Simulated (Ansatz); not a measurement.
Basis-set extrapolation for H₄S₂Si, SMILES `[SiH3]SS` (PBE0-D4/def2-TZVP geometry, frozen core, Ansatz 0.2.0). Multiplicity 1, RHF reference.

```tsv
	def2-TZVPP	def2-QZVPP
HF	-1086.379502	-1086.411429
MP2 correlation	-0.481276	-0.523515
CCSD(T) correlation	-0.558097	not run
```

Energies in hartree. Use E(X) = E(∞) + A·exp(−7.88·√X) for Hartree–Fock and E(X) = E(∞) + B·X^(−2.97) for correlation, with X = 3 and 4, and add CCSD(T) minus MP2 of the smaller set to the MP2 limit.

**Question.** What is the CCSD(T) energy at the basis-set limit?

**Answer.** HF limit: -1086.411429 + (-0.031927) × 0.13774 = -1086.41583. MP2 limit: -0.523515 + (-0.042239) × 0.74074 = -0.55480. Higher-order term: -0.558097 − (-0.481276) = -0.07682. Total: -1087.04745 hartree, 288.4 kJ/mol below CCSD(T)/def2-TZVPP.
